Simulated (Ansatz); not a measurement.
## How far each method lies from full CI for B₂H, quartet

Geometry: displaced at random from a stationary point.

```xyz
3

B    -0.0154   -0.0090    0.1357
B    -0.0163   -0.0252   -1.3959
H     0.0317    0.0342    1.2602
```

Basis 6-31G; Ansatz 0.2.0. Correlated methods freeze the noble-gas cores, which leaves 7 electrons in 18 orbitals. R marks a restricted (for open shells ROHF) determinant, U an unrestricted one. Active spaces: valence = (7e, 9o) chosen from the atoms' valence shells.

Full CI is exact within this basis and frozen core; it isn't the basis-set limit. The frozen core follows each run's orbitals, which can shift R against U totals by a few meV.

For open shells CISD and CISDTQ are restricted-active-space CI with the open shells as a complete middle space.

The UHF ⟨S²⟩ is 3.755 and the T1 diagnostic (RCCSD) is 0.0213. The largest doubles amplitude (RCCSD) is 0.099 and the T1 diagnostic (UCCSD) is 0.0174.

```tsv
level	E − E(RHF) (eV)
UHF	-0.0387
RMP2	-1.7537
UMP2	-1.7640
RCCSD	-2.3058
UCCSD	-2.3068
RCCSD(T)	-2.3586
UCCSD(T)	-2.3592
```

(1) Estimate how far full CI in 6-31G lies from RCCSD(T). The table doesn't fix it; the size of (T) and the diagnostics are the guide.

(1) Full CI in 6-31G lies 23 meV below RCCSD(T), which is 44 % of the (T) step (-53 meV). The diagnostics give no warning, yet the rest is a sizeable part of (T).

The other levels:

```tsv
level	E − E(full CI) (meV)	share of correlation (%)	wall time
CISD	133	94.43	0.63 s
BCCD(T)	24	98.99	0.54 s
RCCSDT	6	99.76	–
UCCSDT	5	99.78	–
CISDTQ	2	99.92	7 s
RCCSDT(Q)	1	99.94	2.5 s
UCCSDT(Q)	1	99.96	2.3 s
RCCSDTQ	0	99.99	18 s
UCCSDTQ	0	100.01	18 s
CASSCF (valence space)	676	71.63	–
NEVPT2 (valence space)	209	91.24	2 s
MRCISD (valence space)	15	99.37	–
MRCISD+Q (valence space)	5	99.80	3.9 s
```

The correlation energy at full CI, counted from RHF, is -2.382 eV. That run took 6 s on 1 thread of Intel Xeon Platinum 8259CL, shared host over 658,896 determinants.

Times hold each run's SCF and search for its determinant on a shared host, so for small cases they say little of a method's own cost; they ran on 1 thread of Intel Xeon Platinum 8259CL.

The full-CI state has the irrep A'' of Cs, in the program's axes (one component, if the state is degenerate).

Natural occupations of full CI about the gap: 1.969 1.957 0.994 0.978 0.978 0.032 0.032 0.026 0.013 0.007; effectively unpaired electrons, Σ n²(2−n)², 3.02.
